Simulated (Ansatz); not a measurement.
# PH₂+ (singlet): wave-function methods side by side, cc-pVTZ

Aim: climb from Hartree-Fock through coupled cluster and multireference methods for PH₂+ (singlet) at one geometry and basis, and see what each rung misses.

Computed with Ansatz 0.2.0, Gaussian basis. Level: cc-pVTZ, core rule «outside noble gas», up to 5 orbitals frozen.

The runs, in order: UHF; CCSD(T) on RHF; CCSD(T) on UHF; BCCD(T) on RHF; CISD; CCSDT(Q) on RHF; CCSDT(Q) on UHF; CASSCF and MRCISD+Q, 6 electrons in 6 orbitals; CASSCF and NEVPT2, 6 electrons in 6 orbitals.

15 further runs of the same task are left out: 6 that didn't finish, 9 set aside as unsound or not needed. Runs told in other sessions of the task aren't counted.

## 1. The geometry

The geometry is a PBE0/def2-TZVP stationary point (not a proven minimum) of the parent state, kept for this charge and spin.

3 atoms, charge 1, spin multiplicity 1.

Atoms are counted from 1 here; the program's logs count them from 0.

Bond lengths: P1–H2 1.416 Å, P1–H3 1.416 Å. Angles: H2–P1–H3 122.2°.

Geometry (Å):

```xyz
3
charge 1, multiplicity 1
P     0.00000   -0.04181    0.00000
H     0.00000    0.64245   -1.23972
H     0.00000    0.64245    1.23972
```

In the tables R marks a restricted determinant and U an unrestricted one; 'valence' is the active space of 6 electrons in 6 orbitals; energies count from the table's Hartree-Fock row.

## 2. UHF

Input file in.yaml:

```yaml
crystal:
  periodic: [false, false, false]
  atoms:
    - {symbol: P, position_ang: [0.000000, -0.041813, 0.000000]}
    - {symbol: H, position_ang: [0.000000, 0.642452, -1.239718]}
    - {symbol: H, position_ang: [0.000000, 0.642452, 1.239718]}
basis:
  gaussian: {orbitals: cc-pVTZ}
total_charge: 1
magnetization: {spin_polarized: true, initial_magnetization: 0}
hamiltonian: {xc: hf}
output: {orbitals: {seedname: orbitals}}
```

The run is started by

```sh
ansatz run in.yaml --threads 1 --pin off --events-out ev --progress --plain --max-ram 2393MiB
```

Standard output:

```text
Functional definition: HF
  name "HF"
  cite "Fock, Z. Phys. 61, 126 (1930) doi:10.1007/BF01340294"
  parent pbe
  exchange = exact_x
  correlation = 0
478 factors; their error is unknown
mean field evaluation 1: about -9292.6227 eV, gradient 6.1e0 eV
mean field evaluation 2: about -9292.9143 eV, gradient 1.6e0 eV
mean field evaluation 4: about -9292.9453 eV, gradient 9.7e-2 eV
mean field evaluation 8: about -9293.2984 eV, gradient 1.1e-3 eV
mean field evaluation 16: about -9293.8033 eV, gradient 1.2e-3 eV
mean field evaluation 32: about -9293.2711 eV, gradient 2.1e0 eV
mean field evaluation 64: about -9293.7868 eV, gradient 1.2e0 eV
mean field -9293.80360259 eV, -341.5409828287 hartree, gradient 1.6e-5 eV, S^2 0.746722; 5 other end points of the search recorded, 0 dependent functions left out
reference -9293.80360259 eV, -341.5409828287 hartree; 8, 8 occupied and 54, 54 virtual orbitals, 478 factors
Total energy: -9293.80360259 eV, -341.5409828287 hartree
```

It took 0.67 s on 1 thread of Arm Neoverse V1, shared host.

From the report: ⟨S²⟩ of the determinant 0.747 (pure singlet: 0.00). The determinant of HF (⟨S²⟩ 0.75) is far from a pure spin state, so its energy mixes those of several spin states; that is harmless only where they are near-degenerate.

The unrestricted solution breaks the spin symmetry, so the restricted determinant is unstable here.

## 3. CCSD(T) on RHF

Edit in.yaml of step 2 so:

```diff
@@ -9,4 +9,4 @@
 total_charge: 1
-magnetization: {spin_polarized: true, initial_magnetization: 0}
-hamiltonian: {xc: hf}
-output: {orbitals: {seedname: orbitals}}
+magnetization: {spin_polarized: false}
+correlation: {method: ccsd_t, electrons: outside_noble_gas}
+output: {forces: true}
```

Same command.

Standard output, cut to the lines that bear on the results:

```text
Functional definition: HF
  name "HF"
  cite "Fock, Z. Phys. 61, 126 (1930) doi:10.1007/BF01340294"
  parent pbe
[...]
340 factors; integrals over basis functions are off by at most 9.3e-4 eV
[...]
mean field -9293.29865168 eV, -341.5224262252 hartree, gradient 5.6e-6 eV, S^2 0.000000; 0 other end points of the search recorded, 0 dependent functions left out; unrestricted orbitals would lower it
5 core orbitals not correlated: weight in the atoms' cores, before any rotation towards them, 1.000 or more for the frozen orbitals, at most 0.000 for the correlated occupied ones
reference -9293.29865168 eV, -341.5224262252 hartree; 3, 3 occupied and 54, 54 virtual orbitals, 340 factors
second order -3.28950376 eV of doubles, -0.00000000 eV of singles
cycle   1  -3.83200796 eV  change   -5.4e-1 eV  update   6.1e-2
[...]
cycle  11  -4.10574296 eV  change    1.0e-6 eV  update   1.9e-6
perturbative correction -0.11840114 eV, -0.0043511618 hartree
[...]
Total energy: -9297.52279578 eV, -341.6776606578 hartree
Atom 0 at     0.000000    -0.041813     0.000000 Å, force    -0.000000    -2.813794    -0.000000 eV/Å
Atom 1 at     0.000000     0.642452    -1.239718 Å, force     0.000000     1.406897     0.542384 eV/Å
Atom 2 at     0.000000     0.642452     1.239718 Å, force    -0.000000     1.406897    -0.542384 eV/Å
Dipole moment:     0.000000     0.233929    -0.000000 e Å
```

Run time: 1.3 s. Hardware: 1 thread of Arm Neoverse V1, shared host.

From the report: correlation -4.2241 eV; T1 0.013; largest double amplitude 0.13.

## 4. CCSD(T) on UHF

Edit in.yaml of step 3 so:

```diff
@@ -9,3 +9,3 @@
 total_charge: 1
-magnetization: {spin_polarized: false}
+magnetization: {spin_polarized: true, initial_magnetization: 0}
 correlation: {method: ccsd_t, electrons: outside_noble_gas}
```

The command is unchanged.

Standard output, cut to the lines that bear on the results:

```text
Functional definition: HF
  name "HF"
  cite "Fock, Z. Phys. 61, 126 (1930) doi:10.1007/BF01340294"
  parent pbe
[...]
340 factors; integrals over basis functions are off by at most 9.3e-4 eV
[...]
mean field -9293.80383830 eV, -341.5409914909 hartree, gradient 8.2e-6 eV, S^2 0.746724; 8 other end points of the search recorded, 0 dependent functions left out
determinant -9293.80383830 eV, -341.5409914909 hartree, with singles and doubles -9297.42855356 eV, -341.6741973200 hartree
determinant -9293.12709998 eV, -341.5161218166 hartree, with singles and doubles -9296.85723512 eV, -341.6532017544 hartree
determinant -9293.29865168 eV, -341.5224262252 hartree, with singles and doubles -9297.49854467 eV, -341.6767694458 hartree
5 core orbitals not correlated: weight in the atoms' cores, before any rotation towards them, 1.000 or more for the frozen orbitals, at most 0.000 for the correlated occupied ones
reference -9293.80383830 eV, -341.5409914909 hartree; 3, 3 occupied and 54, 54 virtual orbitals, 340 factors
second order -2.81738249 eV of doubles, -0.00000000 eV of singles
cycle   1  -3.55086395 eV  change   -2.6e-1 eV  update   1.8e-2
[...]
cycle  18  -3.59222786 eV  change    1.2e-6 eV  update   5.9e-7
perturbative correction -0.10375507 eV, -0.0038129285 hartree
[...]
Total energy: -9297.49982123 eV, -341.6768163586 hartree
Atom 0 at     0.000000    -0.041813     0.000000 Å, force     0.000000    -2.581725     0.000000 eV/Å
Atom 1 at     0.000000     0.642452    -1.239718 Å, force    -0.000000     1.290862     0.505578 eV/Å
Atom 2 at     0.000000     0.642452     1.239718 Å, force    -0.000000     1.290862    -0.505578 eV/Å
Dipole moment:    -0.000000     0.224621     0.000000 e Å
```

It took 8.5 s on 1 thread of Arm Neoverse V1, shared host.

From the report: ⟨S²⟩ of the determinant 0.747 (pure singlet: 0.00); correlation -3.6960 eV; T1 0.081; largest double amplitude 0.07. The determinant of CCSD(T) (⟨S²⟩ 0.75) is far from a pure spin state, so its energy mixes those of several spin states; high orders of coupled cluster remove much of that, low ones don't.

## 5. BCCD(T) on RHF

Edit in.yaml of step 4 so:

```diff
@@ -9,4 +9,3 @@
 total_charge: 1
-magnetization: {spin_polarized: true, initial_magnetization: 0}
-correlation: {method: ccsd_t, electrons: outside_noble_gas}
-output: {forces: true}
+magnetization: {spin_polarized: false}
+correlation: {method: bccd_t, electrons: outside_noble_gas}
```

The command is unchanged.

Standard output, cut to the lines that bear on the results:

```text
Functional definition: HF
  name "HF"
  cite "Fock, Z. Phys. 61, 126 (1930) doi:10.1007/BF01340294"
  parent pbe
[...]
340 factors; integrals over basis functions are off by at most 9.3e-4 eV
[...]
mean field -9293.29865168 eV, -341.5224262252 hartree, gradient 5.6e-6 eV, S^2 0.000000; 0 other end points of the search recorded, 0 dependent functions left out; unrestricted orbitals would lower it
5 core orbitals not correlated: weight in the atoms' cores, before any rotation towards them, 1.000 or more for the frozen orbitals, at most 0.000 for the correlated occupied ones
reference -9293.29865168 eV, -341.5224262252 hartree; 3, 3 occupied and 54, 54 virtual orbitals, 340 factors
second order -3.28950376 eV of doubles, -0.00000000 eV of singles
cycle   1  -3.83852373 eV  change   -5.5e-1 eV  update   6.1e-2
[...]
cycle  11  -4.10209980 eV  change    7.3e-7 eV  update   1.8e-6
perturbative correction -0.12201786 eV, -0.0044840737 hartree
Total energy: -9297.52276935 eV, -341.6776596862 hartree
```

Wall time 2.9 s (1 thread of Arm Neoverse V1, shared host).

From the report: correlation -4.2241 eV; largest double amplitude 0.13.

## 6. CISD

Edit in.yaml of step 5 so:

```diff
@@ -9,3 +9,2 @@
 total_charge: 1
-magnetization: {spin_polarized: false}
-correlation: {method: bccd_t, electrons: outside_noble_gas}
+correlation: {active_space: {ras: {orbitals: [3, 0, 54], electrons: 6, max_holes: 2, max_particles: 2}, fixed_orbitals: true}}
```

Same command.

Standard output:

```text
Functional definition: HF
  name "HF"
  cite "Fock, Z. Phys. 61, 126 (1930) doi:10.1007/BF01340294"
  parent pbe
  exchange = exact_x
  correlation = 0
340 factors; integrals over basis functions are off by at most 9.3e-4 eV
mean field evaluation 1: about -9292.9758 eV, gradient 8.6e0 eV
mean field evaluation 2: about -9292.9756 eV, gradient 8.6e0 eV
mean field evaluation 4: about -9293.2964 eV, gradient 5.4e-1 eV
mean field evaluation 8: about -9293.2987 eV, gradient 5.6e-4 eV
mean field -9293.29865168 eV, -341.5224262252 hartree, gradient 5.6e-6 eV, S^2 0.000000; 0 other end points of the search recorded, 0 dependent functions left out
reference -9293.29865168 eV, -341.5224262252 hartree; 8, 8 occupied and 54, 54 virtual orbitals, 340 factors
state -9297.22011115 eV, -341.6665372025 hartree
Total energy: -9297.22011115 eV, -341.6665372025 hartree
```

It took 2 s on 1 thread of Arm Neoverse V1, shared host.

From the report: 9,779 determinants.

## 7. CCSDT(Q) on RHF

Edit in.yaml of step 6 so:

```diff
@@ -9,2 +9,3 @@
 total_charge: 1
-correlation: {active_space: {ras: {orbitals: [3, 0, 54], electrons: 6, max_holes: 2, max_particles: 2}, fixed_orbitals: true}}
+magnetization: {spin_polarized: false}
+correlation: {method: ccsdt_q, electrons: outside_noble_gas}
```

Same command.

Standard output, cut to the lines that bear on the results:

```text
Functional definition: HF
  name "HF"
  cite "Fock, Z. Phys. 61, 126 (1930) doi:10.1007/BF01340294"
  parent pbe
[...]
706 factors; integrals over basis functions are off by at most 1.7e-7 eV
[...]
mean field -9293.29865115 eV, -341.5224262056 hartree, gradient 1.5e-6 eV, S^2 0.000000; 0 other end points of the search recorded, 0 dependent functions left out; unrestricted orbitals would lower it
5 core orbitals not correlated: weight in the atoms' cores, before any rotation towards them, 1.000 or more for the frozen orbitals, at most 0.000 for the correlated occupied ones
reference -9293.29865115 eV, -341.5224262056 hartree; 3, 3 occupied and 54, 54 virtual orbitals, 706 factors
second order -3.28952322 eV of doubles, -0.00000000 eV of singles
cycle   1  -3.83199432 eV  change   -5.4e-1 eV  update   6.6e-2
[...]
cycle  15  -4.24950541 eV  change    3.4e-7 eV  update   2.4e-7
perturbative correction -0.00519193 eV, -0.0001908001 hartree
Total energy: -9297.55334849 eV, -341.6787834490 hartree
```

It took 9.5 s on 1 thread of Arm Neoverse V1, shared host.

From the report: correlation -4.2547 eV; T1 0.013; largest double amplitude 0.16.

## 8. CCSDT(Q) on UHF

Edit in.yaml of step 7 so:

```diff
@@ -9,3 +9,3 @@
 total_charge: 1
-magnetization: {spin_polarized: false}
+magnetization: {spin_polarized: true, initial_magnetization: 0}
 correlation: {method: ccsdt_q, electrons: outside_noble_gas}
```

Same command.

Standard output, cut to the lines that bear on the results:

```text
Functional definition: HF
  name "HF"
  cite "Fock, Z. Phys. 61, 126 (1930) doi:10.1007/BF01340294"
  parent pbe
[...]
706 factors; integrals over basis functions are off by at most 1.7e-7 eV
[...]
mean field -9293.80383804 eV, -341.5409914815 hartree, gradient 4.4e-6 eV, S^2 0.746724; 8 other end points of the search recorded, 0 dependent functions left out
determinant -9293.80383804 eV, -341.5409914815 hartree, with singles and doubles -9297.42856318 eV, -341.6741976733 hartree
determinant -9293.12709948 eV, -341.5161217982 hartree, with singles and doubles -9296.85724189 eV, -341.6532020031 hartree
determinant -9293.29865115 eV, -341.5224262056 hartree, with singles and doubles -9297.49855919 eV, -341.6767699794 hartree
5 core orbitals not correlated: weight in the atoms' cores, before any rotation towards them, 1.000 or more for the frozen orbitals, at most 0.000 for the correlated occupied ones
reference -9293.80383804 eV, -341.5409914815 hartree; 3, 3 occupied and 54, 54 virtual orbitals, 706 factors
second order -2.81739536 eV of doubles, -0.00000000 eV of singles
cycle   1  -3.30389093 eV  change   -4.9e-1 eV  update   6.0e-2
[...]
cycle  26  -3.73915867 eV  change    3.6e-7 eV  update   1.0e-7
perturbative correction -0.00710458 eV, -0.0002610884 hartree
Total energy: -9297.55010129 eV, -341.6786641166 hartree
```

Run time: 43 s. Hardware: 1 thread of Arm Neoverse V1, shared host; peak memory 0.41 GiB.

From the report: ⟨S²⟩ of the determinant 0.747 (pure singlet: 0.00); correlation -3.7463 eV; T1 0.154; largest double amplitude 0.21. The determinant of CCSDT(Q) (⟨S²⟩ 0.75) is far from a pure spin state, so its energy mixes those of several spin states; high orders of coupled cluster remove much of that, low ones don't.

## 9. CASSCF and MRCISD+Q, 6 electrons in 6 orbitals

Edit in.yaml of step 8 so:

```diff
@@ -9,3 +9,2 @@
 total_charge: 1
-magnetization: {spin_polarized: true, initial_magnetization: 0}
-correlation: {method: ccsdt_q, electrons: outside_noble_gas}
+correlation: {method: fic_mrcisd_q, electrons: outside_noble_gas, active_space: {window: {electrons: 6, orbitals: 6}, shells: [{species: H, l: s, shell: 1}, {species: P, l: s, shell: 3}, {species: P, l: p, shell: 3}]}}
```

Same command.

Standard output, cut to the lines that bear on the results:

```text
Functional definition: HF
  name "HF"
  cite "Fock, Z. Phys. 61, 126 (1930) doi:10.1007/BF01340294"
  parent pbe
[...]
706 factors; integrals over basis functions are off by at most 1.7e-7 eV
[...]
mean field -9293.29865115 eV, -341.5224262056 hartree, gradient 1.5e-6 eV, S^2 0.000000; 0 other end points of the search recorded, 0 dependent functions left out; unrestricted orbitals would lower it
reference -9293.29865115 eV, -341.5224262056 hartree; 8, 8 occupied and 54, 54 virtual orbitals, 706 factors
state -9294.93509848 eV, -341.5825645359 hartree
contracted CI cycle   1: correlation 0.00000000 eV, 0.0000000000 hartree, residual 1.37e1 eV
contracted CI cycle   2: correlation -2.33338059 eV, -0.0857501551 hartree, residual 3.30e0 eV
contracted CI cycle   3: correlation -2.46823417 eV, -0.0907059329 hartree, residual 8.66e-1 eV
contracted CI cycle   4: correlation -2.47746650 eV, -0.0910452146 hartree, residual 2.46e-1 eV
contracted CI cycle   5: correlation -2.47821254 eV, -0.0910726312 hartree, residual 7.63e-2 eV
contracted CI cycle   6: correlation -2.47828881 eV, -0.0910754339 hartree, residual 2.56e-2 eV
contracted CI cycle   7: correlation -2.47829729 eV, -0.0910757455 hartree, residual 8.10e-3 eV
contracted CI cycle   8: correlation -2.47829818 eV, -0.0910757782 hartree, residual 2.64e-3 eV
contracted CI cycle   9: correlation -2.47829826 eV, -0.0910757814 hartree, residual 7.66e-4 eV
state -9294.93509848 eV, -341.5825645359 hartree; corrected -9297.52513757 eV, -341.6777467168 hartree
Total energy: -9297.52513757 eV, -341.6777467168 hartree
Checks for a lower state left out: starts, orbital_swaps
```

It took 2.2 s on 1 thread of Arm Neoverse V1, shared host.

From the report: 104 determinants; active occupations 1.98, 1.97, 1.89, 0.11, 0.03, 0.02.

## 10. CASSCF and NEVPT2, 6 electrons in 6 orbitals

Input file in.yaml:

```yaml
crystal:
  periodic: [false, false, false]
  atoms:
    - {symbol: P, position_ang: [0.000000, -0.041813, 0.000000]}
    - {symbol: H, position_ang: [0.000000, 0.642452, -1.239718]}
    - {symbol: H, position_ang: [0.000000, 0.642452, 1.239718]}
basis:
  gaussian: {orbitals: cc-pVTZ}
total_charge: 1
correlation: {method: sc_nevpt2, electrons: outside_noble_gas, active_space: {window: {electrons: 6, orbitals: 6}, shells: [{species: H, l: s, shell: 1}, {species: P, l: s, shell: 3}, {species: P, l: p, shell: 3}]}}
```

Same command.

Standard output:

```text
Functional definition: HF
  name "HF"
  cite "Fock, Z. Phys. 61, 126 (1930) doi:10.1007/BF01340294"
  parent pbe
  exchange = exact_x
  correlation = 0
706 factors; integrals over basis functions are off by at most 1.7e-7 eV
mean field evaluation 1: about -9292.9761 eV, gradient 8.6e0 eV
mean field evaluation 2: about -9292.9756 eV, gradient 8.6e0 eV
mean field evaluation 4: about -9293.2966 eV, gradient 5.4e-1 eV
mean field evaluation 8: about -9293.2987 eV, gradient 4.3e-4 eV
mean field -9293.29865115 eV, -341.5224262056 hartree, gradient 1.5e-6 eV, S^2 0.000000; 0 other end points of the search recorded, 0 dependent functions left out; unrestricted orbitals would lower it
reference -9293.29865115 eV, -341.5224262056 hartree; 8, 8 occupied and 54, 54 virtual orbitals, 706 factors
state -9294.93509848 eV, -341.5825645359 hartree
state -9294.93509848 eV, -341.5825645359 hartree; corrected -9296.78029214 eV, -341.6503741521 hartree
Total energy: -9296.78029214 eV, -341.6503741521 hartree
Checks for a lower state left out: starts, orbital_swaps
```

Run time: 1.4 s. Hardware: 1 thread of Arm Neoverse V1, shared host.

From the report: 104 determinants; active occupations 1.98, 1.97, 1.89, 0.11, 0.03, 0.02.

## 11. How many determinants matter

Natural occupations of the CASSCF valence state about the gap (report; correlated orbitals 1 to 6): 1.981, 1.974, 1.887, 0.106, 0.031, 0.020. The count of effectively unpaired electrons, Σ n²(2 − n)², is 0.09; a single determinant of this spin has 0.

## 12. Misses and costs

The yardstick is RCCSDT(Q), where the cluster series has nearly closed. Rows without a time are mean-field rows or come out of runs for another level: lower rungs of the coupled-cluster runs, CASSCF and MRCISD of the multireference runs, or the Hartree-Fock search. The times of RCCSD(T), UCCSD(T) include forces.

Differences are taken before rounding.

```tsv
method	energy from the lowest RHF (kcal/mol)	from RCCSDT(Q) (kcal/mol)	time
RHF	0.00	+98.12	
UHF	-11.65	+86.47	
RMP2	-75.86	+22.26	
UMP2	-76.62	+21.50	
CISD	-90.43	+7.68	2 s
RCCSD	-94.68	+3.43	
UCCSD	-94.49	+3.63	
RCCSD(T)	-97.41	+0.70	1.3 s
UCCSD(T)	-96.88	+1.23	8.5 s
BCCD(T)	-97.41	+0.71	2.9 s
RCCSDT	-98.00	+0.12	
UCCSDT	-97.88	+0.24	
RCCSDT(Q)	-98.12	0	9.5 s
UCCSDT(Q)	-98.04	+0.07	43 s
CASSCF valence	-37.74	+60.38	
NEVPT2 valence	-80.29	+17.83	1.4 s
MRCISD valence	-94.89	+3.23	
MRCISD+Q valence	-97.47	+0.65	2.2 s
```

Among the levels timed on like hardware and quicker than the yardstick, those that no quicker one beats, quickest first: RCCSD(T) (1.3 s, +0.70 kcal/mol); MRCISD+Q valence (2.2 s, +0.65 kcal/mol).

## 13. Outcome

```
                         quantity                                                           value
    RCCSDT(Q) from the RHF energy                                                      -4.2547 eV
              RMP2 from RCCSDT(Q)                                                 +22.26 kcal/mol
              UMP2 from RCCSDT(Q)                                                 +21.50 kcal/mol
             RCCSD from RCCSDT(Q)                                                  +3.43 kcal/mol
          RCCSD(T) from RCCSDT(Q)                                                  +0.70 kcal/mol
          UCCSD(T) from RCCSDT(Q)                                                  +1.23 kcal/mol
         UCCSDT(Q) from RCCSDT(Q)                                                  +0.07 kcal/mol
    NEVPT2 valence from RCCSDT(Q)                                                 +17.83 kcal/mol
  MRCISD+Q valence from RCCSDT(Q)                                                  +0.65 kcal/mol
levels within 1 kcal/mol (43 meV)  RCCSD(T), BCCD(T), RCCSDT, UCCSDT, UCCSDT(Q), MRCISD+Q valence
                    T1 diagnostic                                                           0.013
   effectively unpaired electrons                                                            0.09
```

In words: RCCSD(T) misses by +0.70 kcal/mol, 0.7 % of the correlation energy. CCSD(T) misses by +0.70 kcal/mol on the restricted determinant and by +1.23 kcal/mol on the unrestricted one; the two need not hold the same state or core. One determinant dominates. Of the multireference levels listed MRCISD+Q valence comes nearest in total energy (+0.65 kcal/mol), which doesn't show that its space is the better one. These misses are within one basis, not against nature.

MRCISD+Q valence reaches 0.65 kcal/mol from the reference in 2.2 s, where RCCSDT(Q) took 9.5 s; the quickest level in the cost chart, RCCSD(T), takes 1.3 s and misses by 0.70 kcal/mol.
